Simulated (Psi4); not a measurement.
Pair of molecules, SMILES O=CO with SMILES O=CO (the first has 5 atoms); geometry from S22 set.
(charge 0, multiplicity 1):
```xyz
10

C     -1.889    -0.180     0.000
O     -1.493     1.074     0.000
O     -1.170    -1.167     0.000
H     -2.979    -0.259     0.000
H     -0.499     1.107     0.000
C      1.889     0.180     0.000
O      1.493    -1.074     0.000
O      1.170     1.167     0.000
H      2.979     0.259     0.000
H      0.499    -1.107     0.000
```

Method: SAPT0/jun-cc-pV(D+d)Z run with Psi4.

Q: Which attractive term is largest, and how does the interaction split up?

A: electrostatics -140.0, exchange 150.5, induction -69.8, dispersion -26.0, total -85.2 kJ/mol; the largest attraction is electrostatics.
